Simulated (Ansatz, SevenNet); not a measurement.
Elastic constant C33 (GPa) of solids drawn from the class of tetrahedrally bonded semiconductors and semimetals, at two levels: the machine-learned potential SevenNet-0 (trained on PBE and PBE+U data), and r²SCAN (Ansatz, a first-principles code, plane waves, PAW).

```
solid                              SevenNet-0  r²SCAN  shift (%)
---------------------------------  ----------  ------  ---------
wurtzite ZnO                              208     221       +6.2
wurtzite CdS                             83.6    92.6      +10.8
wurtzite GaN                              327     401        +23
2H-SiC                                    408     575        +41
wurtzite BN (high-pressure phase)         895    1064      +18.9
wurtzite AlN                              325     385      +18.5
```

The shifts run from +6.2 % to +41 %, with a median of +18.7 %.

Over all 6 rows r²SCAN is the larger in 6.

Ansatz's runs of these crystals have no spin polarisation.

Each level is taken at its own relaxed cell. Ansatz's density-functional and Hartree–Fock values are scalar-relativistic unless marked +SOC, with PAW data made under PBE.
